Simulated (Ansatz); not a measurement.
# Si₂H₄ (triplet): the correlation ladder at distance Si1–H5 along a hydrogen transfer = 2.212 Å, cc-pVDZ

The task here is to estimate one member of a computed series from the others.

Program: Ansatz 0.2.0, Gaussian basis. Level of theory: cc-pVDZ, core rule «outside noble gas», up to 10 orbitals frozen. These are calculated values, not measurements.

To be run: UHF; CCSD(T) on ROHF; CCSD(T) on UHF; BCCD(T) on ROHF; CISD; CCSDT(Q) on ROHF; CCSDT(Q) on UHF; CASSCF and MRCISD+Q, 4 electrons in 4 orbitals; CASSCF and NEVPT2, 4 electrons in 4 orbitals.

10 further runs of the same task are left out: 10 that didn't finish.

**The system**

The geometry derives from fragments relaxed apart (PBE0/def2-TZVP) and kept rigid, so it is no stationary point. A hydrogen atom is moved between rigid fragments.

6 atoms, charge 0, spin multiplicity 3.

Atoms are counted from 1 here; the program's logs count them from 0.

Bond lengths: Si1–H2 1.485 Å, Si1–H3 1.485 Å, Si1–H4 1.485 Å, H5–Si6 1.561 Å. Angles: H2–Si1–H3 109.5°, H2–Si1–H4 109.5°, H3–Si1–H4 109.5°.

Geometry (Å):

```xyz
6
H4Si2
Si   -1.7723    0.0000    0.0000
H    -2.2672    1.3997    0.0000
H    -2.2672   -0.6999    1.2122
H    -2.2672   -0.6999   -1.2122
H     0.4397    0.0000    0.0000
Si    2.0007    0.0000    0.0000
```

Set-up of the first run:

in.yaml reads:

```yaml
crystal:
  periodic: [false, false, false]
  atoms:
    - {symbol: Si, position_ang: [-1.772340, 0.000000, 0.000000]}
    - {symbol: H, position_ang: [-2.267212, 1.399708, 0.000000]}
    - {symbol: H, position_ang: [-2.267211, -0.699854, 1.212183]}
    - {symbol: H, position_ang: [-2.267212, -0.699854, -1.212182]}
    - {symbol: H, position_ang: [0.439660, 0.000000, 0.000000]}
    - {symbol: Si, position_ang: [2.000660, 0.000000, 0.000000]}
basis:
  gaussian: {orbitals: cc-pVDZ}
magnetization: {spin_polarized: true, initial_magnetization: 2}
hamiltonian: {xc: hf}
output: {orbitals: {seedname: orbitals}}
```

Command:

```bash
> ansatz run in.yaml --threads 1 --pin off --events-out ev --progress --plain --max-ram 2393MiB
```

Steps of the session up to this table: UHF; CCSD(T) on ROHF; CCSD(T) on UHF; BCCD(T) on ROHF; CISD; CCSDT(Q) on ROHF; CCSDT(Q) on UHF; CASSCF and MRCISD+Q, 4 electrons in 4 orbitals; CASSCF and NEVPT2, 4 electrons in 4 orbitals.

One of the session's tables, all rows but one given; the rest of the session is left out.

| method | from UCCSDT(Q) (meV) |
| --- | --- |
| ROHF | +6293.9 |
| UHF | +6111.3 |
| RMP2 | +1551.3 |
| UMP2 | +1551.3 |
| CISD | +750.2 |
| RCCSD | +174.8 |
| UCCSD | ? |
| RCCSD(T) | +40.0 |
| UCCSD(T) | +40.1 |
| BCCD(T) | +40.0 |
| RCCSDT | +4.8 |
| UCCSDT | +4.4 |
| RCCSDT(Q) | +0.4 |
| UCCSDT(Q) | 0 |
| CASSCF pair | +5823.4 |
| NEVPT2 pair | +1438.2 |

Estimate the missing values for UCCSD.

As computed: from UCCSDT(Q) (meV): +170.2. In the column «from UCCSDT(Q) (meV)» it lies between UCCSD(T) (+40.1) and RCCSD (+174.8).

Not comparable, so not listed: CASSCF and MRCISD+Q, 4 electrons in 4 orbitals (they don't share determinant, frozen orbitals or solution with the rows shown, or repeat one).

To keep in mind: Restricted and unrestricted rows rest on different reference determinants; where their highest levels disagree by more than a few hundredths of an eV, they describe different states and don't form one ladder. Warnings in the runs' records: passed over end.
